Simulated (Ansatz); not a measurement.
Rock-salt TiN was calculated with PBE-D3(BJ) (PAW; Ansatz, a quantum-chemistry and plane-wave program).

Numerical settings: plane-wave cutoff 520 eV, 26×26×26 k mesh, Fermi–Dirac smearing 0.07 eV (set by the program), no spin polarisation, scalar-relativistic PAW data made under PBE.

Computed at the level's own relaxed cell.

Elastic tensor (GPa, Voigt notation, ions relaxed):

```
  644.0   121.0   121.0     0.0     0.0     0.0
  121.0   644.0   121.0     0.0     0.0     0.0
  121.0   121.0   644.0     0.0     0.0     0.0
    0.0     0.0     0.0   171.1     0.0     0.0
    0.0     0.0     0.0     0.0   171.1     0.0
    0.0     0.0     0.0     0.0     0.0   171.1
```

Worked from these constants: the tetragonal shear constant is C′ = (C11 − C12)/2 = 261.5 GPa against C44 = 171.1 GPa, so the C44 shear is the softer. The Zener ratio C44/C′ is 0.65 (1 for an isotropic solid), and the Cauchy pressure C12 − C44 is -50.1 GPa. With C11 + 2C12 = 886.0 GPa all three Born conditions hold; they don't test modes at the zone boundary.

Measured, for comparison: elastic constant C11 625 GPa, elastic constant C12 165 GPa, elastic constant C44 163 GPa (temperature not stated, not corrected to a static lattice; as tabulated in X. Wang et al., RSC Advances (2016)). Computed (rounded) less measured: elastic constant C11 +3 %, elastic constant C12 -27 %, elastic constant C44 +5 %. A static lattice is as a rule a little smaller and stiffer than an uncorrected measurement, which narrows the difference in the elastic constant C11, elastic constant C44 and would widen misses of the other sign.

Note: the dispersion coefficients are held fixed in the derivatives.

The computed numbers hold no vibrational or temperature effects.
